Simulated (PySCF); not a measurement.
# HS− (hydrosulfide), run twice

Wanted: a structure relaxation of HS− (hydrosulfide), HF-D3(0)/cc-pVDZ-F12 (sfX2C, density fitting with cc-pvdz-jkfit).

The results are computed with PySCF 2.14.0.

13 further runs of the same task are left out: 1 for a faulty analytic Hessian, 4 that didn't finish, 8 set aside as unsound or not needed.

## 1. The structure to begin with

The species is HS− (2 atoms), meant as a singlet with charge -1. SMILES: `[SH-]`. The coordinates come from a PBE0-D4/def2-TZVPD relaxation. The run starts from this shape.

Bond lengths: S1–H2 1.346 Å.

## 2. The input as first written

mol.xyz reads:

```xyz
2
HS
S      0.574700    -0.187900     0.295500
H     -0.574700     0.187900    -0.295500
```

job.py reads:

```python
# [SH-]
from pyscf import gto
from pyscf.geomopt.geometric_solver import kernel as optimise

molecule = gto.Mole()
molecule.atom = 'mol.xyz'
molecule.verbose = 3
molecule.max_memory = 1860
molecule.basis = 'cc-pvdz-f12'
molecule.charge = -1
molecule.spin = 1
molecule.build()

hf = molecule.RHF()
hf = hf.sfx2c1e()
hf = hf.density_fit(auxbasis='cc-pvdz-jkfit')
hf.disp = 'd3zero'
converged, mol_eq = optimise(hf, maxsteps=30, convergence_set='GAU_LOOSE')
print('converged:', converged)
print(mol_eq.tostring())

hf.reset(mol_eq)
molecule = mol_eq
hf.kernel()
e_tot = hf.e_tot
print('Final energy', e_tot)
```

Command:

```sh
$ OMP_NUM_THREADS=1 python job.py
```

The program printed:

```text
RuntimeError: Electron number 18 and spin 1 are not consistent
Note mol.spin = 2S = Nalpha - Nbeta, not 2S+1
```

It took 1.2 s on 1 thread of Arm Neoverse N1, shared host; peak memory 0.13 GiB.

## 3. Reading the log

The input was rejected.

The telling line is `RuntimeError: Electron number 18 and spin 1 are not consistent`. The fault: the electron count doesn't fit the spin or reference typed: an even count needs an odd multiplicity, an odd count an even one. To mend it: multiplicity 1 in place of 2.

## 4. Second attempt

geometry.xyz reads:

```xyz
2

S      0.574700    -0.187900     0.295500
H     -0.574700     0.187900    -0.295500
```

calc.py reads:

```python
# [SH-]
from pyscf import gto, scf
from pyscf.geomopt.geometric_solver import kernel as optimise

system = gto.Mole()
system.atom = 'geometry.xyz'
system.basis = 'cc-pvdz-f12'
system.max_memory = 1860
system.verbose = 3
system.charge = -1
system.build()

myscf = scf.RHF(system)
myscf = myscf.sfx2c1e()
myscf = myscf.density_fit(auxbasis='cc-pvdz-jkfit')
myscf.disp = 'd3zero'
converged, mol_eq = optimise(myscf, maxsteps=100, convergence_set='GAU_LOOSE')
print('converged:', converged)
print(mol_eq.tostring())

myscf.reset(mol_eq)
system = mol_eq
myscf.kernel()
etot = myscf.e_tot
print('E = %.10f Eh' % etot)
```

Command:

```sh
$ OMP_NUM_THREADS=1 python calc.py
```

The program printed:

```text
convergence_set           GAU_LOOSE
maxiter                   100
----------------------------------------------------------
Custom engine selected.
Bonds will be generated from interatomic distances less than 1.20 times sum of covalent radii
6 internal coordinates being used (instead of 6 Cartesians)
Internal coordinate system (atoms numbered from 1):
Distance 1-2
Translation-X 1-2
Translation-Y 1-2
Translation-Z 1-2
Rotation-A 1-2
Rotation-B 1-2
Rotation-C 1-2
> ===== Optimization Info: ====
> Job type: Energy minimization
> Maximum number of optimization cycles: 100
> Initial / maximum trust radius (Angstrom): 0.100 / 0.300
> Convergence Criteria:
> Will converge when all 5 criteria are reached:
>  |Delta-E| < 1.00e-06
>  RMS-Grad  < 1.70e-03
>  Max-Grad  < 2.50e-03
>  RMS-Disp  < 6.70e-03
>  Max-Disp  < 1.00e-02
> === End Optimization Info ===

[... 6 lines left out ...]
WARN: Mole.unit (angstrom) is changed to Bohr
[... 1 line left out ...]
converged SCF energy = -399.10533388593
[... 6 lines left out ...]
Step    0 : Gradient = 6.775e-03/6.775e-03 (rms/max) Energy = -399.1053338859
[... 7 lines left out ...]
converged SCF energy = -399.105416616289
[... 9 lines left out ...]
Geometry optimization cycle 3
Cartesian coordinates (Angstrom)
 Atom        New coordinates             dX        dY        dZ
   S   0.569226  -0.186110   0.292685    0.000425 -0.000139  0.000219
   H  -0.569226   0.186110  -0.292685   -0.000425  0.000139 -0.000219
converged SCF energy = -399.105417094101
--------------- DFsfX2C1eRHF_Scanner gradients ---------------
         x                y                z
0 S     0.0000156930    -0.0000051309     0.0000080691
1 H    -0.0000156930     0.0000051309    -0.0000080691
----------------------------------------------
cycle 3: E = -399.105417094  dE = -4.77812e-07  norm(grad) = 2.59888e-05
Step    2 : Displace = 4.978e-04/4.978e-04 (rms/max) Trust = 1.414e-01 (+) Grad = 1.838e-05/1.838e-05 (rms/max) E (change) = -399.1054170941 (-4.778e-07) Quality = 0.965
Hessian Eigenvalues: 5.00000e-02 5.00000e-02 5.00000e-02 ... 5.00000e-02 5.00000e-02 2.79659e-01
Converged! =D

converged: True
S           0.56922593       -0.18611023        0.29268533
H          -0.56922593        0.18611023       -0.29268533
converged SCF energy = -399.105417094104
E = -399.1054170941 Eh
```

Wall time 2.2 s (1 thread of Arm Neoverse N1, shared host); peak memory 0.16 GiB.

The path in brief:

```
step  energy from the first frame kept (eV)  largest force (eV/Å)
   0                                 0.0000                0.3484
   1                                -0.0023                0.0271
   2                                -0.0023                0.0009
```

After the run. Bond lengths: S1–H2 1.333 Å.

## 5. Results

At HF-D3(0)/cc-pVDZ-F12 (sfX2C, density fitting with cc-pvdz-jkfit):

| quantity | value |
| --- | --- |
| total energy at the end | -399.10542 Eh |
| HOMO energy | -2.58 eV |
| LUMO energy | 6.44 eV |
| HOMO–LUMO gap (to an unbound level, set by the basis) | 9.02 eV |
| bond length | 1.333 Å |
| dispersion energy | -0.01 kJ/mol |

**Reading.** The optimisation took 2 steps and changed the energy by -0.002 eV.
